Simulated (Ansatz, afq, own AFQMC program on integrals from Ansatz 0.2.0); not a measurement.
# BeGaH, singlet → BeGaH⁺, doublet

```yaml
atoms:
  - { symbol: Ga, position_ang: [0.0000, 0.0000, 2.1355] }
  - { symbol: Be, position_ang: [0.0000, 0.0000, -0.3881] }
  - { symbol: H, position_ang: [0.0000, 0.0000, -1.7474] }
```

Connectivity, by distances: Ga–BeH.

E(doublet, charge +1) − E(singlet, charge +0) at this geometry, on RHF and UHF determinants.

Basis cc-pVDZ. Only valence electrons are correlated. Integrals, coupled cluster, full CI and functionals: Ansatz 0.2.0; the random walks run on the same integrals in our own AFQMC program. The CISD trial takes its coefficients from CCSD amplitudes. Released means that phaseless walkers are propagated on without the constraint, phases kept. Error bars are statistical, one sigma. No spin–orbit coupling. The errors of all members are added in quadrature.

Full CI on the same integrals is exact in this basis and with this determinant's frozen core.

Errors are counted within cc-pVDZ, not against nature.

Cautions: inner d shell frozen; no relativity below Rb; no spin-orbit coupling; BeGaH (singlet): higher spins were not checked, restricted determinant unstable towards unrestricted (UHF 112 meV lower, ⟨S²⟩ 0.54).

Reference (full CI): 665.6 kJ/mol.

```csv
level,vertical ionization energy (kJ/mol),error against FCI (kJ/mol)
HF,579.9,-85.7
MP2,644.1,-21.5
CCSD,661.8,-3.7
CCSD(T),664.7,-0.9
CCSDT,665.2,-0.4
CCSDT(Q),665.5,-0.1
ph-AFQMC/CISD,665.4 ± 0.7,-0.2 ± 0.7
released AFQMC,664.9 ± 0.6,-0.7 ± 0.6
```

Correlation beyond CCSD(T) adds 0.9 kJ/mol. The perturbative (T) step is worth +2.9 kJ/mol.

CCSDT and higher add their correlation energy to the determinant of the CCSD(T) run, since their own runs factorise the integrals more tightly (a shift of under 2 meV). A walk keeps the symmetry of its determinant, which the program's search chose and which needn't be the lowest solution, so a lower state of the same spin and another symmetry isn't excluded. Released energies are given only where the last usable release times agree within the noise; a slower fall can still hide under it.
